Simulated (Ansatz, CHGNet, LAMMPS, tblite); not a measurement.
Elastic constant C44 of zinc-blende HgTe: levels of theory against measurement

Reference value: 21.2 GPa (measured, temperature not stated, not corrected to a static lattice; as tabulated in Oses et al. (2018), arXiv:1811.08464).

Problem. What do Stillinger–Weber CdTeZnSeHgS0.sw, GFN1-xTB, CHGNet 0.3.0, LDA, PBE, PBEsol, r²SCAN give, and how far is each from the reference?

Solution. 
```json
[
 {"level (code)": "Stillinger–Weber CdTeZnSeHgS0.sw (LAMMPS)", "value (GPa)": "17.6", "cell (Å³/atom)": "33.70", "difference (%)": "-17.0"},
 {"level (code)": "GFN1-xTB (tblite)", "value (GPa)": "15.7", "cell (Å³/atom)": "36.61", "difference (%)": "-26"},
 {"level (code)": "CHGNet 0.3.0", "value (GPa)": "0.71", "cell (Å³/atom)": "36.85", "difference (%)": "-97"},
 {"level (code)": "LDA (Ansatz)", "value (GPa)": "22.6", "cell (Å³/atom)": "33.31", "difference (%)": "+6.6"},
 {"level (code)": "PBE (Ansatz)", "value (GPa)": "19.3", "cell (Å³/atom)": "36.76", "difference (%)": "-9.0"},
 {"level (code)": "PBEsol (Ansatz)", "value (GPa)": "21.1", "cell (Å³/atom)": "34.47", "difference (%)": "-0.5"},
 {"level (code)": "r²SCAN (Ansatz)", "value (GPa)": "20.5", "cell (Å³/atom)": "35.49", "difference (%)": "-3.3"}
]
```

Leaving aside Stillinger–Weber CdTeZnSeHgS0.sw (doubt noted below): The reference's temperature isn't stated, so close values are not ranked against it. Off by more than 25 %, or 35 % on the side where a correction would as a rule narrow the miss (bounds picked here): CHGNet 0.3.0 (-97 %), GFN1-xTB (-26 %).

The measured value isn't corrected to a static lattice, so vibrations enter the comparison. A static lattice is as a rule stiffer than a warm one, by over a tenth in soft solids.  Density-functional levels without +SOC have no spin–orbit coupling. Stillinger–Weber CdTeZnSeHgS0.sw: the potential file covers more elements than this solid holds. GFN1-xTB: the method was fitted mainly to molecules. GFN1-xTB: the run uses a supercell at the zone centre in place of a k mesh. LDA, PBE, PBEsol, r²SCAN: the solid has no gap at this level, which affects its response. Each level is taken at its own relaxed cell. Cutoffs differ between the levels. Ansatz's density-functional and Hartree–Fock values are scalar-relativistic unless marked +SOC, with PAW data made under PBE.

Empirical potentials (Stillinger–Weber CdTeZnSeHgS0.sw) are fitted to chosen data: where that held the value shown, agreement is built in, and what lay outside the fit can be far off. Machine-learned potentials (CHGNet 0.3.0) are trained on DFT data: a solid inside that data is no test of them.

Differences are worked out from the printed values.

Ansatz is an electronic-structure program.
